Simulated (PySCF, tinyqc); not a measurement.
Worked calculation: MP2 on RHF in the sto-3g basis, frozen core, for BH, spin multiplicity 1. The lowest restricted solution is unstable here: a spin-polarised one lies 0.0136 hartree lower (PySCF). One step of it, computed by the program tinyqc.

Task: Orthogonalisation. S = U s U^T; symmetric (Loewdin) form X = U s^(-1/2) U^T, so that X^T S X = 1.

overlap S, lower triangle:
```
           1B 1s     1B 2s    1B 2px    1B 2py    1B 2pz     2H 1s
1B 1s   1.000000
1B 2s   0.269328  1.000000
1B 2px  0.000000  0.000000  1.000000
1B 2py  0.000000  0.000000  0.000000  1.000000
1B 2pz  0.000000  0.000000  0.000000  0.000000  1.000000
2H 1s   0.014204  0.194437  0.000000  0.000000  0.242891  1.000000
```

Give: eigenvalues of S; X.

Result:

eigenvalues of S: 0.6348  0.8171  1.0000  1.0000  1.1690  1.3791

X, lower triangle:
```
          1B 1s    1B 2s  1B 2px  1B 2py   1B 2pz   2H 1s
1B 1s    1.0292
1B 2s   -0.1437   1.0452
1B 2px   0.0000   0.0000  1.0000
1B 2py   0.0000   0.0000  0.0000  1.0000
1B 2pz  -0.0031   0.0198  0.0000  0.0000   1.0238
2H 1s    0.0144  -0.1071  0.0000  0.0000  -0.1295  1.0395
```
